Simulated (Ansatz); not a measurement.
# BHO (triplet): wB97M-V, B2PLYP over vertical spin and charge gaps, def2-QZVPP

How well do these functionals follow the top wave-function level for BHO (triplet) over vertical spin and charge gaps?

Computed with Ansatz 0.2.0, Gaussian basis. Level: def2-QZVPP, all electrons in the functionals, frozen cores in the correlation of double hybrids and RPA.

The runs, in order: wB97M-V, B2PLYP, at charge 0, triplet; charge 0, singlet; charge 0, quintet; charge 1, doublet; charge 1, quartet.

2 further runs of the same task are left out: 2 set aside as unsound or not needed.

### Step 1. The geometry

The geometry is a PBE0/def2-TZVP stationary point (not a proven minimum).

3 atoms, charge 0, spin multiplicity 3.

Atoms are counted from 1 here; the program's logs count them from 0.

Bond lengths: B1–O2 1.342 Å, B1–H3 1.222 Å. Angles: O2–B1–H3 107.9°.

No dispersion term is added; wB97M-V holds VV10 nonlocal correlation.

The geometry shown and the zero of energy belong to the point charge 0, triplet. The yardstick, UCCSD(T), and other wave-function levels (R restricted, U unrestricted, valence and pair active spaces) come from earlier runs.

### Step 2. wB97M-V, charge 0, triplet

in.yaml reads:

```yaml
crystal:
  periodic: [false, false, false]
  atoms:
    - {symbol: B, position_ang: [0.000000, -0.203796, 0.731699]}
    - {symbol: O, position_ang: [0.000000, 0.084016, -0.579305]}
    - {symbol: H, position_ang: [0.000000, 0.852259, 1.347434]}
basis:
  gaussian: {orbitals: "def2-QZVPP.json"}
magnetization: {spin_polarized: true, initial_magnetization: 2}
hamiltonian: {xc: {name: wB97M-V}}
output: {orbitals: {seedname: orbitals}}
```

The run is started by

```console
ansatz run in.yaml --threads 1 --pin off --events-out ev --progress --plain --max-ram 2393MiB
```

The program printed, cut to the lines that bear on the results:

```text
Functional definition: wB97M-V
  name "wB97M-V"
  cite "Mardirossian & Head-Gordon, J. Chem. Phys. 144, 214110 (2016) doi:10.1063/1.4952647"
  cite "Becke, J. Chem. Phys. 107, 8554 (1997) doi:10.1063/1.475007"
  cite "Vydrov & Van Voorhis, J. Chem. Phys. 133, 244103 (2010) doi:10.1063/1.3521275"
  # Of w^i u^j: cxij and so on, Table III.
[...]
  gx(w, u) = 1 - cx + cx01*u + cx10*w
  gss(w, u) = css00 + css04*u^4 + css10*w + css20*w^2 + css43*w^4*u^3
  gos(w, u) = cos00 + cos10*w + (cos20 + cos21*u)*w^2 + (cos60 + cos61*u)*w^6
[...]
      + integral(e_c_pw_mod_opposite_spin*gos(b97_w_opposite, b97_u_opposite)) + vv10(b, c)
437 factors; their error is unknown
127 factors; integrals over basis functions are off by at most 1.9e-5 eV
[...]
mean field -2735.80609097 eV, -100.5390194472 hartree, gradient 1.5e-5 eV, S^2 2.003356; 1 other end points of the search recorded, 0 dependent functions left out
reference -2735.80613272 eV, -100.5390209813 hartree; 8, 6 occupied and 136, 138 virtual orbitals, 437 factors
Total energy: -2735.80613272 eV, -100.5390209813 hartree
```

Run time: 15 s. Hardware: 1 thread of Arm Neoverse V1, shared host; peak memory 0.3 GiB.

From the report: ⟨S²⟩ of the determinant 2.003 (pure triplet: 2.00).

### Step 3. wB97M-V, charge 0, singlet

Changes to in.yaml since step 2:

```diff
@@ -8,3 +8,3 @@
   gaussian: {orbitals: "def2-QZVPP.json"}
-magnetization: {spin_polarized: true, initial_magnetization: 2}
+magnetization: {spin_polarized: true, initial_magnetization: 0}
 hamiltonian: {xc: {name: wB97M-V}}
```

The command is unchanged.

The program printed, cut to the lines that bear on the results:

```text
Functional definition: wB97M-V
  name "wB97M-V"
  cite "Mardirossian & Head-Gordon, J. Chem. Phys. 144, 214110 (2016) doi:10.1063/1.4952647"
  cite "Becke, J. Chem. Phys. 107, 8554 (1997) doi:10.1063/1.475007"
  cite "Vydrov & Van Voorhis, J. Chem. Phys. 133, 244103 (2010) doi:10.1063/1.3521275"
  # Of w^i u^j: cxij and so on, Table III.
[...]
  gx(w, u) = 1 - cx + cx01*u + cx10*w
  gss(w, u) = css00 + css04*u^4 + css10*w + css20*w^2 + css43*w^4*u^3
  gos(w, u) = cos00 + cos10*w + (cos20 + cos21*u)*w^2 + (cos60 + cos61*u)*w^6
[...]
      + integral(e_c_pw_mod_opposite_spin*gos(b97_w_opposite, b97_u_opposite)) + vv10(b, c)
437 factors; their error is unknown
127 factors; integrals over basis functions are off by at most 1.9e-5 eV
[...]
mean field -2738.59110678 eV, -100.6413668905 hartree, gradient 6.4e-5 eV, S^2 0.000000; 1 other end points of the search recorded, 0 dependent functions left out
reference -2738.59114884 eV, -100.6413684362 hartree; 7, 7 occupied and 137, 137 virtual orbitals, 437 factors
Total energy: -2738.59114884 eV, -100.6413684362 hartree
```

Run time: 15 s. Hardware: 1 thread of Arm Neoverse V1, shared host; peak memory 0.3 GiB.

From the report: ⟨S²⟩ of the determinant 0.000 (pure singlet: 0.00).

From charge 0, triplet: -2.785 eV.

### Step 4. wB97M-V, charge 0, quintet

Changes to in.yaml since step 3:

```diff
@@ -8,3 +8,3 @@
   gaussian: {orbitals: "def2-QZVPP.json"}
-magnetization: {spin_polarized: true, initial_magnetization: 0}
+magnetization: {spin_polarized: true, initial_magnetization: 4}
 hamiltonian: {xc: {name: wB97M-V}}
```

Launched as before.

The program printed, cut to the lines that bear on the results:

```text
Functional definition: wB97M-V
  name "wB97M-V"
  cite "Mardirossian & Head-Gordon, J. Chem. Phys. 144, 214110 (2016) doi:10.1063/1.4952647"
  cite "Becke, J. Chem. Phys. 107, 8554 (1997) doi:10.1063/1.475007"
  cite "Vydrov & Van Voorhis, J. Chem. Phys. 133, 244103 (2010) doi:10.1063/1.3521275"
  # Of w^i u^j: cxij and so on, Table III.
[...]
  gx(w, u) = 1 - cx + cx01*u + cx10*w
  gss(w, u) = css00 + css04*u^4 + css10*w + css20*w^2 + css43*w^4*u^3
  gos(w, u) = cos00 + cos10*w + (cos20 + cos21*u)*w^2 + (cos60 + cos61*u)*w^6
[...]
      + integral(e_c_pw_mod_opposite_spin*gos(b97_w_opposite, b97_u_opposite)) + vv10(b, c)
437 factors; their error is unknown
127 factors; integrals over basis functions are off by at most 1.9e-5 eV
[...]
mean field -2729.22276336 eV, -100.2970866198 hartree, gradient 6.6e-6 eV, S^2 6.007007; 1 other end points of the search recorded, 0 dependent functions left out
reference -2729.22280554 eV, -100.2970881698 hartree; 9, 5 occupied and 135, 139 virtual orbitals, 437 factors
Total energy: -2729.22280554 eV, -100.2970881698 hartree
```

Run time: 18 s. Hardware: 1 thread of Arm Neoverse V1, shared host; peak memory 0.3 GiB.

From the report: ⟨S²⟩ of the determinant 6.007 (pure quintet: 6.00).

From charge 0, triplet: +6.583 eV.

### Step 5. wB97M-V, charge 1, doublet

Changes to in.yaml since step 4:

```diff
@@ -8,3 +8,4 @@
   gaussian: {orbitals: "def2-QZVPP.json"}
-magnetization: {spin_polarized: true, initial_magnetization: 4}
+total_charge: 1
+magnetization: {spin_polarized: true, initial_magnetization: 1}
 hamiltonian: {xc: {name: wB97M-V}}
```

The command is unchanged.

The program printed, cut to the lines that bear on the results:

```text
Functional definition: wB97M-V
  name "wB97M-V"
  cite "Mardirossian & Head-Gordon, J. Chem. Phys. 144, 214110 (2016) doi:10.1063/1.4952647"
  cite "Becke, J. Chem. Phys. 107, 8554 (1997) doi:10.1063/1.475007"
  cite "Vydrov & Van Voorhis, J. Chem. Phys. 133, 244103 (2010) doi:10.1063/1.3521275"
  # Of w^i u^j: cxij and so on, Table III.
[...]
  gx(w, u) = 1 - cx + cx01*u + cx10*w
  gss(w, u) = css00 + css04*u^4 + css10*w + css20*w^2 + css43*w^4*u^3
  gos(w, u) = cos00 + cos10*w + (cos20 + cos21*u)*w^2 + (cos60 + cos61*u)*w^6
[...]
      + integral(e_c_pw_mod_opposite_spin*gos(b97_w_opposite, b97_u_opposite)) + vv10(b, c)
437 factors; their error is unknown
127 factors; integrals over basis functions are off by at most 1.9e-5 eV
[...]
mean field -2726.42164693 eV, -100.1941474897 hartree, gradient 2.2e-5 eV, S^2 0.761401; 1 other end points of the search recorded, 0 dependent functions left out
reference -2726.42167926 eV, -100.1941486777 hartree; 7, 6 occupied and 137, 138 virtual orbitals, 437 factors
Total energy: -2726.42167926 eV, -100.1941486777 hartree
```

It took 16 s on 1 thread of Arm Neoverse V1, shared host; peak memory 0.29 GiB.

From the report: ⟨S²⟩ of the determinant 0.761 (pure doublet: 0.75).

From charge 0, triplet: +9.384 eV.

### Step 6. wB97M-V, charge 1, quartet

Changes to in.yaml since step 5:

```diff
@@ -9,3 +9,3 @@
 total_charge: 1
-magnetization: {spin_polarized: true, initial_magnetization: 1}
+magnetization: {spin_polarized: true, initial_magnetization: 3}
 hamiltonian: {xc: {name: wB97M-V}}
```

Launched as before.

The program printed, cut to the lines that bear on the results:

```text
Functional definition: wB97M-V
  name "wB97M-V"
  cite "Mardirossian & Head-Gordon, J. Chem. Phys. 144, 214110 (2016) doi:10.1063/1.4952647"
  cite "Becke, J. Chem. Phys. 107, 8554 (1997) doi:10.1063/1.475007"
  cite "Vydrov & Van Voorhis, J. Chem. Phys. 133, 244103 (2010) doi:10.1063/1.3521275"
  # Of w^i u^j: cxij and so on, Table III.
[...]
  gx(w, u) = 1 - cx + cx01*u + cx10*w
  gss(w, u) = css00 + css04*u^4 + css10*w + css20*w^2 + css43*w^4*u^3
  gos(w, u) = cos00 + cos10*w + (cos20 + cos21*u)*w^2 + (cos60 + cos61*u)*w^6
[...]
      + integral(e_c_pw_mod_opposite_spin*gos(b97_w_opposite, b97_u_opposite)) + vv10(b, c)
437 factors; their error is unknown
127 factors; integrals over basis functions are off by at most 1.9e-5 eV
[...]
mean field -2722.14972529 eV, -100.0371572652 hartree, gradient 3.2e-5 eV, S^2 3.756626; 1 other end points of the search recorded, 0 dependent functions left out
reference -2722.14976023 eV, -100.0371585492 hartree; 8, 5 occupied and 136, 139 virtual orbitals, 437 factors
Total energy: -2722.14976023 eV, -100.0371585492 hartree
```

Wall time 16 s (1 thread of Arm Neoverse V1, shared host); peak memory 0.3 GiB.

From the report: ⟨S²⟩ of the determinant 3.757 (pure quartet: 3.75).

From charge 0, triplet: +13.656 eV.

### Step 7. B2PLYP, charge 0, triplet

in.yaml reads:

```yaml
crystal:
  periodic: [false, false, false]
  atoms:
    - {symbol: B, position_ang: [0.000000, -0.203796, 0.731699]}
    - {symbol: O, position_ang: [0.000000, 0.084016, -0.579305]}
    - {symbol: H, position_ang: [0.000000, 0.852259, 1.347434]}
basis:
  gaussian: {orbitals: "def2-QZVPP.json"}
magnetization: {spin_polarized: true, initial_magnetization: 2}
hamiltonian: {xc: {name: B2PLYP}}
correlation: {electrons: outside_noble_gas}
```

Same command.

The program printed, cut to the lines that bear on the results:

```text
Functional definition: B2PLYP
  name "B2PLYP"
  cite "Grimme, J. Chem. Phys. 124, 034108 (2006) doi:10.1063/1.2148954"
  cite "Becke, Phys. Rev. A 38, 3098 (1988) doi:10.1103/PhysRevA.38.3098"
  cite "Lee, Yang & Parr, Phys. Rev. B 37, 785 (1988) doi:10.1103/PhysRevB.37.785"
[...]
891 factors; integrals over basis functions are off by at most 9.9e-4 eV
[...]
mean field -2732.50934055 eV, -100.4178661040 hartree, gradient 5.3e-6 eV, S^2 2.006067; 2 other end points of the search recorded, 0 dependent functions left out
2 core orbitals not correlated: weight in the atoms' cores, before any rotation towards them, 1.000 or more for the frozen orbitals, at most 0.000 for the correlated occupied ones
reference -2732.50946315 eV, -100.4178706092 hartree; 6, 4 occupied and 136, 138 virtual orbitals, 891 factors
second order -9.31597682 eV of doubles, -0.00000000 eV of singles
Total energy: -2735.02477689 eV, -100.5103066843 hartree
```

Wall time 5.5 s (1 thread of Arm Neoverse V1, shared host).

From the report: ⟨S²⟩ of the determinant 2.006 (pure triplet: 2.00).

### Step 8. B2PLYP, charge 0, singlet

Changes to in.yaml since step 7:

```diff
@@ -8,3 +8,3 @@
   gaussian: {orbitals: "def2-QZVPP.json"}
-magnetization: {spin_polarized: true, initial_magnetization: 2}
+magnetization: {spin_polarized: true, initial_magnetization: 0}
 hamiltonian: {xc: {name: B2PLYP}}
```

Same command.

The program printed, cut to the lines that bear on the results:

```text
Functional definition: B2PLYP
  name "B2PLYP"
  cite "Grimme, J. Chem. Phys. 124, 034108 (2006) doi:10.1063/1.2148954"
  cite "Becke, Phys. Rev. A 38, 3098 (1988) doi:10.1103/PhysRevA.38.3098"
  cite "Lee, Yang & Parr, Phys. Rev. B 37, 785 (1988) doi:10.1103/PhysRevB.37.785"
[...]
891 factors; integrals over basis functions are off by at most 9.9e-4 eV
[...]
mean field -2734.36859571 eV, -100.4861924709 hartree, gradient 3.3e-6 eV, S^2 0.206779; 4 other end points of the search recorded, 0 dependent functions left out
2 core orbitals not correlated: weight in the atoms' cores, before any rotation towards them, 1.000 or more for the frozen orbitals, at most 0.000 for the correlated occupied ones
reference -2734.36871880 eV, -100.4861969943 hartree; 5, 5 occupied and 137, 137 virtual orbitals, 891 factors
second order -12.44336678 eV of doubles, -0.00000000 eV of singles
Total energy: -2737.72842783 eV, -100.6096640239 hartree
```

Wall time 12 s (1 thread of Arm Neoverse V1, shared host); peak memory 0.25 GiB.

From the report: ⟨S²⟩ of the determinant 0.207 (pure singlet: 0.00).

From charge 0, triplet: -2.704 eV.

### Step 9. B2PLYP, charge 0, quintet

Changes to in.yaml since step 8:

```diff
@@ -8,3 +8,3 @@
   gaussian: {orbitals: "def2-QZVPP.json"}
-magnetization: {spin_polarized: true, initial_magnetization: 0}
+magnetization: {spin_polarized: true, initial_magnetization: 4}
 hamiltonian: {xc: {name: B2PLYP}}
```

Launched as before.

The program printed, cut to the lines that bear on the results:

```text
Functional definition: B2PLYP
  name "B2PLYP"
  cite "Grimme, J. Chem. Phys. 124, 034108 (2006) doi:10.1063/1.2148954"
  cite "Becke, Phys. Rev. A 38, 3098 (1988) doi:10.1103/PhysRevA.38.3098"
  cite "Lee, Yang & Parr, Phys. Rev. B 37, 785 (1988) doi:10.1103/PhysRevB.37.785"
[...]
891 factors; integrals over basis functions are off by at most 9.9e-4 eV
[...]
mean field -2726.22321541 eV, -100.1868552660 hartree, gradient 4.2e-6 eV, S^2 6.014648; 2 other end points of the search recorded, 0 dependent functions left out
2 core orbitals not correlated: weight in the atoms' cores, before any rotation towards them, 1.000 or more for the frozen orbitals, at most 0.000 for the correlated occupied ones
reference -2726.22334072 eV, -100.1868598708 hartree; 7, 3 occupied and 135, 139 virtual orbitals, 891 factors
second order -8.31353335 eV of doubles, -0.00000000 eV of singles
Total energy: -2728.46799472 eV, -100.2693493839 hartree
```

It took 6 s on 1 thread of Arm Neoverse V1, shared host.

From the report: ⟨S²⟩ of the determinant 6.015 (pure quintet: 6.00).

From charge 0, triplet: +6.557 eV.

### Step 10. B2PLYP, charge 1, doublet

Changes to in.yaml since step 9:

```diff
@@ -8,3 +8,4 @@
   gaussian: {orbitals: "def2-QZVPP.json"}
-magnetization: {spin_polarized: true, initial_magnetization: 4}
+total_charge: 1
+magnetization: {spin_polarized: true, initial_magnetization: 1}
 hamiltonian: {xc: {name: B2PLYP}}
```

Same command.

The program printed, cut to the lines that bear on the results:

```text
Functional definition: B2PLYP
  name "B2PLYP"
  cite "Grimme, J. Chem. Phys. 124, 034108 (2006) doi:10.1063/1.2148954"
  cite "Becke, Phys. Rev. A 38, 3098 (1988) doi:10.1103/PhysRevA.38.3098"
  cite "Lee, Yang & Parr, Phys. Rev. B 37, 785 (1988) doi:10.1103/PhysRevB.37.785"
[...]
891 factors; integrals over basis functions are off by at most 9.9e-4 eV
[...]
mean field -2722.90352842 eV, -100.0648590192 hartree, gradient 5.7e-6 eV, S^2 0.773222; 2 other end points of the search recorded, 0 dependent functions left out
2 core orbitals not correlated: weight in the atoms' cores, before any rotation towards them, 1.000 or more for the frozen orbitals, at most 0.000 for the correlated occupied ones
reference -2722.90362837 eV, -100.0648626921 hartree; 5, 4 occupied and 137, 138 virtual orbitals, 891 factors
second order -9.48699707 eV of doubles, -0.00000000 eV of singles
Total energy: -2725.46511758 eV, -100.1589956843 hartree
```

Wall time 8.5 s (1 thread of Arm Neoverse V1, shared host); peak memory 0.29 GiB.

From the report: ⟨S²⟩ of the determinant 0.773 (pure doublet: 0.75).

From charge 0, triplet: +9.560 eV.

### Step 11. B2PLYP, charge 1, quartet

Changes to in.yaml since step 10:

```diff
@@ -9,3 +9,3 @@
 total_charge: 1
-magnetization: {spin_polarized: true, initial_magnetization: 1}
+magnetization: {spin_polarized: true, initial_magnetization: 3}
 hamiltonian: {xc: {name: B2PLYP}}
```

Same command.

The program printed, cut to the lines that bear on the results:

```text
Functional definition: B2PLYP
  name "B2PLYP"
  cite "Grimme, J. Chem. Phys. 124, 034108 (2006) doi:10.1063/1.2148954"
  cite "Becke, Phys. Rev. A 38, 3098 (1988) doi:10.1103/PhysRevA.38.3098"
  cite "Lee, Yang & Parr, Phys. Rev. B 37, 785 (1988) doi:10.1103/PhysRevB.37.785"
[...]
891 factors; integrals over basis functions are off by at most 9.9e-4 eV
[...]
mean field -2719.31001335 eV, -99.9327997760 hartree, gradient 6.0e-6 eV, S^2 3.762339; 3 other end points of the search recorded, 0 dependent functions left out
2 core orbitals not correlated: weight in the atoms' cores, before any rotation towards them, 1.000 or more for the frozen orbitals, at most 0.000 for the correlated occupied ones
reference -2719.31012373 eV, -99.9328038324 hartree; 6, 3 occupied and 136, 139 virtual orbitals, 891 factors
second order -7.46651376 eV of doubles, -0.00000000 eV of singles
Total energy: -2721.32608244 eV, -100.0068889487 hartree
```

It took 6.5 s on 1 thread of Arm Neoverse V1, shared host.

From the report: ⟨S²⟩ of the determinant 3.762 (pure quartet: 3.75).

From charge 0, triplet: +13.699 eV.

### Step 12. The comparison

No level is safe as a reference over these points; UCCSD(T) serves as a yardstick only. It comes from earlier runs at the same points. Energies in eV, counted from charge 0, triplet; blanks weren't run or aren't comparable.

| level | triplet to singlet | triplet to quintet | ionisation to the doublet cation | ionisation to the quartet cation |
| --- | --- | --- | --- | --- |
| UCCSD(T) |  | 6.543 | 9.539 | 13.757 |
| wB97M-V | -2.785 | 6.583 | 9.384 | 13.656 |
| B2PLYP | -2.704 | 6.557 | 9.560 | 13.699 |

Largest miss and mean time a point (UCCSD(T) took 19 s a point; shared hosts):

| level | largest miss (eV) | where | time a point |
| --- | --- | --- | --- |
| wB97M-V | -0.155 | ionisation to the doublet cation | 16 s |
| B2PLYP | -0.058 | ionisation to the quartet cation | 7.6 s |

### Step 13. Results

| quantity | value |
| --- | --- |
| triplet to quintet, UCCSD(T) | 6.543 eV |
| ionisation to the doublet cation, UCCSD(T) | 9.539 eV |
| ionisation to the quartet cation, UCCSD(T) | 13.757 eV |
| largest miss, wB97M-V | -0.155 eV (ionisation to the doublet cation) |
| largest miss, B2PLYP | -0.058 eV (ionisation to the quartet cation) |

Misses are known at 3 of 4 points at best, and only functionals with that many are ranked. Of the functionals, B2PLYP keep the smallest largest miss at the points compared (at most 0.058 eV) and wB97M-V strays most (0.155 eV, at ionisation to the doublet cation). Functionals and the yardstick converge differently with the basis, so part of each miss in def2-QZVPP is the basis. The yardstick itself may be off where one determinant is a poor start.
